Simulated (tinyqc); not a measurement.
Worked calculation: Pariser-Parr-Pople SCF with singles CI, for the molecule O=Cc1[cH+]n1 (SMILES; centres numbered as the heavy atoms are written). One step of it, computed by the program tinyqc.

Question. Iteration 3: Fock matrix. F_rr = H_rr + P_rr gamma_rr / 2 + sum_(s != r) P_ss gamma_rs; F_rs = H_rs - P_rs gamma_rs / 2; E = tr P (H + F) / 2 + core repulsion sum_(r<s) z_r z_s gamma_rs.

P after iteration 2:
```
           1O         2C        3C         4C         5N
1O   1.136129   0.920086  0.215892  -0.168246  -0.226591
2C   0.920086   0.783345  0.313713  -0.005740  -0.023003
3C   0.215892   0.313713  0.632084   0.537940   0.654199
4C  -0.168246  -0.005740  0.537940   0.576595   0.707465
5N  -0.226591  -0.023003  0.654199   0.707465   0.871848
```

core matrix H (eV):
```
            1O          2C          3C          4C          5N
1O  -38.938780   -2.510000    0.000000    0.000000    0.000000
2C   -2.510000  -36.468300   -2.390000    0.000000    0.000000
3C    0.000000   -2.390000  -39.410737   -2.390000   -2.510000
4C    0.000000    0.000000   -2.390000  -34.868038   -2.510000
5N    0.000000    0.000000   -2.510000   -2.510000  -38.505499
```

repulsion gamma_rs (eV):
```
           1O         2C         3C         4C         5N
1O  15.200000   8.105153   5.413167   3.620072   4.100388
2C   8.105153  11.130000   7.553145   4.803457   4.846545
3C   5.413167   7.553145  11.130000   7.555184   7.729240
4C   3.620072   4.803457   7.555184  11.130000   7.729325
5N   4.100388   4.846545   7.729240   7.729325  12.300000
```

Centres (angstrom, eV; a flat drawing with bonds scaled to 1.40 angstrom):
```
centre          x          y  core charge z          W   gamma_rr
1O      -2.084000   0.387000              1  17.700000  15.200000
2C      -1.065000  -0.573000              1  11.160000  11.130000
3C       0.276000  -0.170000              1  11.160000  11.130000
4C       1.638000  -0.492000              1  11.160000  11.130000
5N       1.236000   0.849000              1  14.100000  12.300000
```

Give: F; pi energy.

Answer.

F (eV):
```
         1O       2C       3C       4C       5N
1O  -14.871   -6.239   -0.584    0.305    0.465
2C   -6.239  -11.131   -3.575    0.014    0.056
3C   -0.584   -3.575  -12.731   -4.422   -5.038
4C    0.305    0.014   -4.422  -12.269   -5.244
5N    0.465    0.056   -5.038   -5.244  -15.346
```

pi energy = -65.592 eV
